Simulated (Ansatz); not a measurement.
Process, species as SMILES: [H][H] (H2) → 2 H atom
B3LYP-D3(BJ)/def2-TZVP geometries, fixed; electronic energies without zero-point terms.

Effect of a fitting basis named in the input at MP2/aug-cc-pVTZ with Ansatz (a quantum-chemistry and plane-wave program), against the last row, where the bond dissociation energy is 103.76 kcal/mol. Cores are frozen. Open shells are unrestricted. The default fits or decomposes integrals by the program's own choice; accuracy: high also tightens integrals, grids and stops.

| setting | largest shift of a total energy (mEh) | shift of the bond dissociation energy (kcal/mol) |
|---|---|---|
| fitting: def2-universal-jkfit and def2-SVP-RIFIT | 0.376 | -0.236 |
| fitting: def2-universal-jkfit and cc-pVDZ-RIFIT | 0.528 | -0.332 |
| fitting: def2-universal-jkfit and cc-pVTZ-RIFIT | 0.088 | -0.055 |
| fitting: def2-universal-jkfit and aug-cc-pVTZ-RIFIT | 0.004 | -0.003 |
| fitting: def2-universal-jkfit and cc-pVQZ-RIFIT | 0.014 | -0.009 |
| fitting: def2-universal-jkfit and aug-cc-pVQZ-RIFIT | 0.005 | -0.003 |
| accuracy: high | 0.000 | 0.000 |
| accuracy: medium (default) | 0.000 | 0.000 |

Within 0.1 kcal/mol in the bond dissociation energy: fitting: def2-universal-jkfit and cc-pVTZ-RIFIT; fitting: def2-universal-jkfit and aug-cc-pVTZ-RIFIT; fitting: def2-universal-jkfit and cc-pVQZ-RIFIT; fitting: def2-universal-jkfit and aug-cc-pVQZ-RIFIT; accuracy: high. The largest shift is 0.528 mEh in a total energy and 0.332 kcal/mol in the difference.
